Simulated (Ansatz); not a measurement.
# Relative stability

Two relaxed structures of AlBH4O, singlet (PBE0-D4/def2-TZVP; forces vanish, vibrations not checked).

A:

```xyz
7
angstrom
B -1.2373 0.4592 -0.7519
O -0.1524 0.0557 -0.0917
Al 1.2207 -0.4531 0.7417
H -1.2155 0.5112 -1.9548
H -2.2266 0.7664 -0.1374
H 2.2559 0.6574 1.1649
H 1.3552 -1.9969 1.0292
```

B:

```
7
angstrom
B -1.2697 0.5710 -0.7855
O 1.2356 -0.5087 0.7547
Al -0.4848 -1.3321 -0.0896
H -1.1818 0.9253 -1.9384
H -2.1467 1.1631 -0.2000
H 1.5134 0.4115 0.7898
H 1.8841 -1.0635 1.1959
```

Ansatz 0.2.0; basis: def2-TZVPP; cores frozen in the correlated methods. B3LYP uses VWN-RPA correlation.

Question: Which structure is lower at CCSD(T), and by how much? (Judge from chemistry; the value comes from the calculation.)

Answer: By the calculation: A, by 4.117 eV (electronic energy, against the other). By their contacts, A is AlBH₄O ([BH2][O][AlH2]) and B is AlBH₄O ([BH2][Al][OH2]).

All methods give the same order:

| method | E(B) − E(A) (eV) |
| --- | --- |
| PBE-D4 | 3.880 |
| r2SCAN-D4 | 4.260 |
| PBE0-D4 | 4.003 |
| B3LYP-D4 | 4.202 |
| wB97M-V | 4.176 |
| HF | 4.461 |
| MP2 | 4.375 |
| CCSD | 4.142 |
| CCSD(T) | 4.117 |

No T1 diagnostic of these runs exceeds 0.017. The restricted Hartree–Fock reference is unstable towards an unrestricted one at one or more of these structures.

Labels in which every atom is bracketed show which atoms are joined, not bond orders.

For scale, one of the runs: CCSD(T)/def2-TZVPP, 160 basis functions, launched by `ansatz run in.yaml --threads 2 --pin off --events-out ev --progress --plain --max-ram 4352MiB`. The run took 32 s on 2 CPU threads of an Intel Xeon Platinum 8259CL (shared host), with 1.1 GiB of host memory at its peak.
